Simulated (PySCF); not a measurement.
# PN⁺ at PBE0

Computed with PBE0; PySCF, no relativity, basis sets P def2-TZVP, N def2-TZVP.

For PN⁺, the state is ²Π (doublet), unpaired electrons π ↑, a second solution, started from another occupation. The bond length is 1.551 Å and the harmonic wavenumber is 1223 cm⁻¹. The force constant is 8.50 mdyn/Å, the rotational constant Be is 0.7264 cm⁻¹ and the anharmonicity ωexe is 8.32 cm⁻¹. The vibration–rotation constant αe is 0.00518 cm⁻¹, the energy of the minimum from ground-state P⁺ + N is -4.46 eV and the bond order (Mayer) is 2.34. The dipole moment (positive dipole points towards N; it is taken about the centre of mass and depends on that origin) is -2.54 D.

For an ion De counts to the pair picked by the measured ionisation energies or electron affinities, which need not be the lowest pair at this level.
